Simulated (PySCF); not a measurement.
# Dipole moment and polarisability of sulfuryl chloride

Compound: sulfuryl chloride, Cl₂O₂S.
Atom-mapped SMILES: `[O:1]=[S:2](=[O:3])([Cl:4])[Cl:5]`

Structure used (PBE0-D3(BJ)/def2-SVP), in Å, numbered top down from 1:
```xyz
5
Cl2O2S angstrom
O      1.162   -0.115   -1.121
S      0.285   -0.081    0.015
O      0.671   -0.520    1.327
Cl    -0.455    1.826    0.186
Cl    -1.445   -1.067   -0.492
```

Level: CAM-B3LYP/def2-SVPD (PySCF), static field, nuclei fixed, core orbitals frozen in the response. The polarisability tensor in these axes (au):

```
x   58.41  2.74  2.24
y    2.74 66.15  3.35
z    2.24  3.35 50.32
```

Question: What are the eigenvalues, a third of the trace, and Δα (Δα² = ½Σ(αi − αj)² over the three pairs)?

Answer: Principal values 49.32, 57.68 and 67.88 au; mean 58.29 au = 8.64 Å³ = 9.61 × 10⁻⁴⁰ C²·m²/J; Δα = 16.11 au (28 % of the mean).

Question: What is the dipole moment, and where does it point?

Answer: (-1.65, 0.63, -0.23) D, 1.78 D in size, pointing from the negative to the positive side. Measured along this direction, the outermost atoms are O3 and O1 at the negative end and Cl4 and Cl5 at the positive end.

Question: What are the principal values of the traceless quadrupole moment, Θ = ½Σq(3rr − r²1), about the centre of nuclear charge?

Answer: -5.57, -0.51, 6.07 D·Å. The values depend on the origin, since the dipole doesn't vanish. The electronic extent ⟨r²⟩ about the same centre is 676 bohr², a root-mean-square distance of 1.69 Å for the 66 electrons.

Question: Directions of the eigenvectors, and the extent of the frame along each?

Answer: Largest value along (0.32, 0.92, 0.22), where the nuclei span 3.13 Å; middle along (0.93, -0.35, 0.12), 2.02 Å; least along (-0.19, -0.16, 0.97), 2.53 Å. The strongest response lies along the longest span, while the other two are in reverse order.

Question: In a dilute gas of rigid molecules at 400 K, how does the orientational term μ²/3kT compare with the electronic polarisability?

Answer: In Gaussian units μ²/3kT = 19.20 Å³ against 8.64 Å³, a ratio of 2.22; the Debye molar polarisation (4π/3)N_A(α + μ²/3kT) is 70.2 cm³/mol, leaving out the vibrational part.

Geometry: PBE0-D3(BJ)/def2-SVP; no solvent, vibrations or thermal averaging.
